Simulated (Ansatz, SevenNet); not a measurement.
# Lattice constant a of grey tin (α-Sn): levels of theory against measurement

Reference value: 6.477 Å (measured, static lattice: zero-point anharmonic expansion removed; as tabulated in Mejia-Rodriguez and Trickey (2018), arXiv:1807.09216).

Question: Which of these levels comes closest to the reference?
A. LDA (Ansatz, an electronic-structure program)
B. SevenNet-0 (SevenNet)
C. PBEsol (Ansatz)
D. HSE06 (Ansatz)

Answer: A, LDA (Ansatz)

```
level (code)           value (Å)  error (%)
---------------------  ---------  ---------
SevenNet-0 (SevenNet)      6.643      +2.56
LDA (Ansatz)               6.472      -0.08
PBEsol (Ansatz)            6.539      +0.96
HSE06 (Ansatz)             6.556      +1.22
```

Of these levels LDA (-0.08 %) comes nearest. SevenNet-0 (+2.56 %) lies farthest from it. Within 1 %: LDA, PBEsol.

Cutoffs and k meshes differ between the levels. Ansatz's density-functional and Hartree–Fock values are scalar-relativistic unless marked +SOC, with PAW data made under PBE.

Machine-learned potentials (SevenNet-0) are trained on DFT data, which may include these solids.

Differences are worked out from the printed values.
